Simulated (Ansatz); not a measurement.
# ClH3S: the cost of one run

Program: Ansatz 0.2.0. Level of theory: UKS r2SCAN-D4/6-31G. These are calculated values, not measurements.

## Step 1: The starting structure

Bond lengths: Cl1–H2 1.281 Å, S3–H4 1.328 Å, S3–H5 1.327 Å. Angles: H4–S3–H5 92.5°.

Coordinates:

```xyz
5

Cl   -0.1685    0.3010   -2.1933
H     0.2483   -0.6763   -1.4784
S    -0.2748   -0.3649    1.4934
H     0.8875    0.2635    1.6217
H    -0.6924    0.4768    0.5567
```

## Step 2: Preparing the start

input.yaml reads:

```yaml
crystal:
  periodic: [false, false, false]
  atoms:
    - { symbol: Cl, position_ang: [-0.1685, 0.301, -2.1933] }
    - { symbol: H, position_ang: [0.2483, -0.6763, -1.4784] }
    - { symbol: S, position_ang: [-0.2748, -0.3649, 1.4934] }
    - { symbol: H, position_ang: [0.8875, 0.2635, 1.6217] }
    - { symbol: H, position_ang: [-0.6924, 0.4768, 0.5567] }
magnetization:
  spin_polarized: true
basis:
  gaussian: { orbitals: "6-31G" }
hamiltonian:
  xc: r2scan
  dispersion: d4
relax:
  f_tol: 0.02
  max_steps: 40
output:
  orbitals: {}
```

The run is started by

```bash
> ansatz run input.yaml --threads 1 --pin off --max-ram 2048MiB --backend cpu --events-out ev --progress --plain --runs-dir out
```

Q: Estimate wall time and peak memory on 1 thread of Arm Neoverse V2, shared host.

About 28 s, with a peak of 0.14 GiB.
